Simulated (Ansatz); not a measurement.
# MgH (doublet): wave-function methods side by side at distance Mg1–H2 = 3.259 Å, cc-pVQZ

Aim: climb from Hartree-Fock through coupled cluster and multireference methods for MgH (doublet) at one geometry and basis, and see what each rung misses.

Computed with Ansatz 0.2.0, Gaussian basis. Level: cc-pVQZ, core rule «outside noble gas», up to 5 orbitals frozen.

The runs, in order: UHF; CCSD(T) on ROHF; CCSD(T) on UHF; BCCD(T) on ROHF; CCSDT on ROHF; CCSDT on UHF; CASSCF and MRCISD+Q, 3 electrons in 5 orbitals; CASSCF and NEVPT2, 3 electrons in 5 orbitals; Full CI.

24 further runs of the same task are left out: 8 for a known fault of the program, 15 that didn't finish, 1 set aside as unsound or not needed. Runs told in other sessions of the task aren't counted.

## Step 1: What is computed

The geometry derives from a PBE0/def2-TZVP stationary point (not a proven minimum). One bond is set to the value named and the two fragments are kept rigid.

2 atoms, charge 0, spin multiplicity 2.

Atoms are counted from 1 here; the program's logs count them from 0.

No contacts short enough for the rule that draws bonds.

## Step 2: UHF

Input file in.yaml:

```yaml
crystal:
  periodic: [false, false, false]
  atoms:
    - {symbol: Mg, position_ang: [0.000000, 0.000000, 0.000000]}
    - {symbol: H, position_ang: [0.000000, 0.000000, 3.259000]}
basis:
  gaussian: {orbitals: cc-pVQZ}
magnetization: {spin_polarized: true, initial_magnetization: 1}
hamiltonian: {xc: hf}
output: {orbitals: {seedname: orbitals}}
```

Command:

```bash
$ ansatz run in.yaml --threads 1 --pin off --events-out ev --progress --plain --max-ram 2393MiB
```

After this run come: CCSD(T) on ROHF; CCSD(T) on UHF; BCCD(T) on ROHF; CCSDT on ROHF; CCSDT on UHF; CASSCF and MRCISD+Q, 3 electrons in 5 orbitals; CASSCF and NEVPT2, 3 electrons in 5 orbitals; Full CI.

**Question.** What will the summary of the whole plan be? Wanted: FCI from the RHF energy; RMP2 from FCI; UMP2 from FCI; RCCSD from FCI; RCCSD(T) from FCI; UCCSD(T) from FCI; NEVPT2 valence from FCI; MRCISD+Q valence from FCI; T1 diagnostic.

The runs gave:

| quantity | value |
| --- | --- |
| FCI from the ROHF energy | -1.0128 eV |
| RMP2 from FCI | +304.9 meV |
| UMP2 from FCI | +334.1 meV |
| RCCSD from FCI | +9.0 meV |
| RCCSD(T) from FCI | +3.2 meV |
| UCCSD(T) from FCI | +2.4 meV |
| NEVPT2 valence from FCI | +59.6 meV |
| MRCISD+Q valence from FCI | +20.7 meV |
| levels within 1 kcal/mol (43 meV) | RCCSD, UCCSD, RCCSD(T), UCCSD(T), BCCD(T), RCCSDT, UCCSDT, MRCISD valence, MRCISD+Q valence |
| T1 diagnostic | 0.048 |
| effectively unpaired electrons | 1.09 |

**Reading.** RCCSD(T) misses by +3.2 meV, 0.3 % of the correlation energy. The occupations are near whole numbers, but T1 = 0.048 shows that the orbitals relax strongly. Of the multireference levels listed MRCISD+Q valence comes nearest in total energy (+20.7 meV), which doesn't show that its space is the better one. These misses are within one basis, not against nature; the frozen cores of restricted and unrestricted runs differ, which can shift their rows.

Levels on UHF freeze UHF's core orbitals, full CI those of ROHF, so the U rows can settle a little off it for that reason alone.
